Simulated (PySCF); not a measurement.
Boron monofluoride, BF (singlet state).
Numbering: `[B:1][F:2]`

Geometry (PBE0-D3(BJ)/def2-SVP, Å), atoms numbered from 1 in this order:
```
atom  x, y, z in Å
B1     0.6341   -0.0074   -0.0039
F2    -0.6286    0.0099   -0.0244
```

Theory: core-valence-separated Tamm–Dancoff BHandHLYP/aug-pcX-1 in PySCF, non-relativistic, gas phase, PBE0-D3(BJ)/def2-SVP geometry. The energies are unshifted.

The lowest roots of each edge with f over 0.003 (five at most, numbered afresh; weaker and dark ones are left out), with transition dipoles (au) in the frame of the coordinates:

```
root  edge  E (eV)       μx       μy       μz
   1     F  685.45  -0.0002   0.0206   0.0285
   2     F  685.45   0.0007   0.0285  -0.0206
   3     F  691.84   0.0293  -0.0004   0.0005
   4     B  188.26  -0.0013   0.0645   0.1309
   5     B  188.26   0.0028   0.1309  -0.0644
   6     B  193.52  -0.0524   0.0007  -0.0008
   7     B  194.70   0.0000   0.0285   0.0281
   8     B  194.70  -0.0008  -0.0281   0.0285
```

Q: What are the oscillator strengths?

A: f = (2/3) ΔE |μ|², with ΔE in hartree (27.2114 eV):

| root | ΔE (Eh) | \|μ\|² (au) | f | core hole on |
| --- | --- | --- | --- | --- |
| 1 | 25.1898 | 0.001238 | 0.021 | F2 |
| 2 | 25.1898 | 0.001238 | 0.021 | F2 |
| 3 | 25.4245 | 0.000859 | 0.015 | F2 |
| 4 | 6.9184 | 0.021293 | 0.098 | B1 |
| 5 | 6.9184 | 0.021294 | 0.098 | B1 |
| 6 | 7.1118 | 0.002746 | 0.013 | B1 |
| 7 | 7.1552 | 0.001602 | 0.008 | B1 |
| 8 | 7.1552 | 0.001601 | 0.008 | B1 |

Q: What is the unit vector of the molecular axis, and which share of each root's |μ|² lies along it?

A: (-1.00, 0.01, -0.02), up to sign.

| root | core hole on | share along it | final orbital |
| --- | --- | --- | --- |
| 1 | F2 | 0.00 | π |
| 2 | F2 | 0.00 | π |
| 3 | F2 | 1.00 | σ |
| 4 | B1 | 0.00 | π |
| 5 | B1 | 0.00 | π |
| 6 | B1 | 1.00 | σ |
| 7 | B1 | 0.00 | π |
| 8 | B1 | 0.00 | π |

The 1s orbitals are σ, so light polarised along the axis reaches σ orbitals and light across it π orbitals.

Q: For fixed molecules, how does the intensity of root 3 change when the electric field is turned 70° away from the molecular axis?

A: Intensity goes as (E·μ)², and μ lies along that direction, so it falls to cos²70° = 0.12 of its maximum; it vanishes at 90°.

Q: Molecules are fixed in this frame and the field points along (0, 1, 1)/√2. What effective strengths 3 f cos²θ do the roots have (θ between field and μ)?

A: root 1 (F2): 0.061, root 2 (F2): 0.002, root 3 (F2): 0.000, root 4 (B1): 0.264, root 5 (B1): 0.031, root 6 (B1): 0.000, root 7 (B1): 0.023, root 8 (B1): 0.000. Root 4 is the strongest. Averaged over all orientations cos²θ is 1/3, which gives f back. For degenerate partners only the sum has meaning, as the program may mix them freely.

